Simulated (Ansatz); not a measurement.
# SO (sulfur oxide) at 6 levels

Aim: a comparison of 6 runs (UHF/STO-3G, U-r2SCAN/STO-3G, U-wB97M-V/STO-3G, UHSE06/STO-3G, UPBE/STO-3G, UMP2/STO-3G) of SO (sulfur oxide). 

Program for the calculation: Ansatz 0.2.0.

47 further runs of the same task are left out: 7 that didn't finish, 40 set aside as unsound or not needed.

### Step 1. The molecule

SO: 2 atoms, total charge 0, spin state triplet. As SMILES, `O=S`. The S2–O1 distance was set to 2.962 Å, away from the relaxed value.

### Step 2. The energy at UHF/STO-3G (run 1)

File in.yaml:

```yaml
crystal:
  periodic: [false, false, false]
  atoms:
    - {symbol: O, position_ang: [0.000000, 0.000000, -1.481113]}
    - {symbol: S, position_ang: [0.000000, 0.000000, 1.481087]}
basis:
  gaussian: {orbitals: STO-3G}
hamiltonian: {xc: hf}
accuracy: high
magnetization: {spin_polarized: true, initial_magnetization: 2}
```

The run is started by

```
ansatz run in.yaml --threads 1 --pin off --max-ram 2610MiB --events-out events.jsonl --progress --plain --runs-dir runs
```

Log:

```text
Warning: RAYON_NUM_THREADS=1 ignored (pool sized by the plan → 1); use --threads N
Functional definition: HF
  name "HF"
  exchange = exact_x
  correlation = 0
205 factors; integrals over basis functions are off by at most 2.1e-8 eV
mean field evaluation 1: about -12667.0146 eV, gradient 3.3e1 eV
mean field evaluation 2: about -12667.0179 eV, gradient 3.3e1 eV
mean field evaluation 4: about -12657.0408 eV, gradient 1.4e1 eV
mean field evaluation 8: about -12701.0796 eV, gradient 6.8e0 eV
mean field evaluation 16: about -12702.1743 eV, gradient 2.8e-8 eV
mean field evaluation 32: about -12704.6407 eV, gradient 7.9e-4 eV
mean field evaluation 64: about -12703.3716 eV, gradient 9.6e-3 eV
mean field evaluation 96: about -12705.0420 eV, gradient 1.1e-2 eV
mean field evaluation 128: about -12705.0365 eV, gradient 4.1e-2 eV
mean field evaluation 160: about -12705.0243 eV, gradient 3.9e-2 eV
mean field evaluation 192: about -12705.0213 eV, gradient 6.7e-1 eV
mean field evaluation 224: about -12705.0293 eV, gradient 6.7e-3 eV
mean field evaluation 256: about -12705.0632 eV, gradient 6.0e-2 eV
mean field evaluation 288: about -12705.0411 eV, gradient 2.4e-2 eV
mean field evaluation 320: about -12705.0293 eV, gradient 3.8e-3 eV
mean field evaluation 352: about -12705.0137 eV, gradient 1.3e0 eV
mean field -12705.06426327 eV, -466.9024998732 hartree, gradient 2.4e-8 eV, S^2 2.991233; 16 other end points of the search recorded, 0 dependent functions left out
reference -12705.06426327 eV, -466.9024998732 hartree; 13, 11 occupied and 1, 3 virtual orbitals, 205 factors
Total energy: -12705.06426327 eV, -466.9024998732 hartree
```

Run time: 0.2 s. Hardware: 1 thread of AMD EPYC 9R45 (Zen 5), shared host.

### Step 3. The energy at U-r2SCAN/STO-3G (run 2)

File job.yaml:

```yaml
crystal:
  periodic: [false, false, false]
  atoms:
    - symbol: O
      position_ang: [0.000000, 0.000000, -1.481113]
    - symbol: S
      position_ang: [0.000000, 0.000000, 1.481087]
basis:
  gaussian: {orbitals: STO-3G}
magnetization: {spin_polarized: true, initial_magnetization: 2}
hamiltonian: {xc: {name: r2SCAN}}
accuracy: high
```

The run is started by

```
ansatz run job.yaml --threads 1 --pin off --max-ram 2610MiB --events-out events.jsonl --progress --plain --runs-dir runs
```

Log, cut to the lines that bear on the results:

```text
Warning: RAYON_NUM_THREADS=1 ignored (pool sized by the plan → 1); use --threads N
Functional definition: r2SCAN
  name "r2SCAN"
[...]
205 factors; integrals over basis functions are off by at most 2.1e-8 eV
[...]
mean field -12725.48297871 eV, -467.6528738255 hartree, gradient 2.7e-8 eV, S^2 2.939940; 25 other end points of the search recorded, 0 dependent functions left out
reference -12725.48297901 eV, -467.6528738365 hartree; 13, 11 occupied and 1, 3 virtual orbitals, 205 factors
Total energy: -12725.48297901 eV, -467.6528738365 hartree
```

It took 37 s on 1 thread of AMD EPYC 9R45 (Zen 5), shared host; peak memory 0.18 GiB.

### Step 4. A single-point energy at U-wB97M-V/STO-3G (run 3)

File in.yaml:

```yaml
basis:
  gaussian: {orbitals: STO-3G}
crystal:
  periodic: [false, false, false]
  atoms:
    - {symbol: O, position_ang: [0.000000, 0.000000, -1.481113]}
    - {symbol: S, position_ang: [0.000000, 0.000000, 1.481087]}
total_charge: 0
accuracy: high
hamiltonian: {xc: {name: wB97M-V}}
magnetization: {spin_polarized: true, initial_magnetization: 2}
```

The run is started by

```
ansatz run in.yaml --threads 1 --pin off --max-ram 2610MiB --events-out events.jsonl --progress --plain --runs-dir runs
```

Log:

```text
Warning: RAYON_NUM_THREADS=1 ignored (pool sized by the plan → 1); use --threads N
[... 40 lines left out ...]
Total energy: -12727.63001949 eV, -467.7317761188 hartree
```

It took 53 s on 1 thread of AMD EPYC 9R45 (Zen 5), shared host; peak memory 0.34 GiB.

Runs 4 to 5 aren't shown in full; the table further down has their settings and results.

### Step 5. The energy at UMP2/STO-3G (run 6)

File input.yaml:

```yaml
crystal:
  periodic: [false, false, false]
  atoms:
    - {symbol: O, position_ang: [0.000000, 0.000000, -1.481113]}
    - {symbol: S, position_ang: [0.000000, 0.000000, 1.481087]}
basis:
  gaussian:
    orbitals: STO-3G
magnetization:
  spin_polarized: true
  initial_magnetization: 2
correlation:
  method: mp2
  frozen_orbitals: {O: 1, S: 5}
accuracy: high
```

The run is started by

```
ansatz run input.yaml --threads 1 --pin off --max-ram 2610MiB --events-out events.jsonl --progress --plain --runs-dir runs
```

Log, cut to the lines that bear on the results:

```text
Warning: RAYON_NUM_THREADS=1 ignored (pool sized by the plan → 1); use --threads N
Functional definition: HF
  name "HF"
[...]
205 factors; integrals over basis functions are off by at most 2.1e-8 eV
[...]
mean field -12705.06426327 eV, -466.9024998732 hartree, gradient 6.7e-9 eV, S^2 2.991233; 34 other end points of the search recorded, 0 dependent functions left out
6 core orbitals not correlated: weight in the atoms' cores, before any rotation towards them, 1.000 or more for the frozen orbitals, at most 0.000 for the correlated occupied ones
reference -12705.06426327 eV, -466.9024998732 hartree; 7, 5 occupied and 1, 3 virtual orbitals, 205 factors
second order -0.02930922 eV of doubles, -0.00000000 eV of singles
Total energy: -12705.09357249 eV, -466.9035769672 hartree
```

It took 0.32 s on 1 thread of AMD EPYC 9R45 (Zen 5), shared host.

### Step 6. Overview of the runs

| run | level | frozen core orbitals | energy (Eh) | ⟨S²⟩ | wall time |
| --- | --- | --- | --- | --- | --- |
| 1 | UHF/STO-3G | – | -466.902500 | 2.991 | 0.2 s |
| 2 | U-r2SCAN/STO-3G | – | -467.652874 | 2.940 | 37 s |
| 3 | U-wB97M-V/STO-3G | – | -467.731776 | 2.967 | 53 s |
| 4 | UHSE06/STO-3G | – | -467.493245 | 2.958 | 7.8 s |
| 5 | UPBE/STO-3G | – | -467.422057 | 2.997 | 3.6 s |
| 6 | UMP2/STO-3G | 6 | -466.903577 | 2.991 | 0.32 s |

### Step 7. Outcome

| quantity | value |
| --- | --- |
| run 6: total energy | -466.90358 Eh |
| run 6: correlation energy (6 core orbitals frozen) | -1.1 mEh |
| run 6: ⟨S²⟩ of the reference determinant | 2.991 |

Totals of different functionals can't be ranked against each other. In runs 1, 2, 3, 4, 5, 6 the basis is minimal, so the values are rough. Spin contamination of the reference: run 5 ⟨S²⟩ = 3.00, run 6 ⟨S²⟩ = 2.99, run 1 ⟨S²⟩ = 2.99, run 3 ⟨S²⟩ = 2.97, run 4 ⟨S²⟩ = 2.96, run 2 ⟨S²⟩ = 2.94. Where it is this large, the reference is a mixture of spin states, and values that rest on it are in doubt. All runs together took 1.7 min, the longest 53 s.
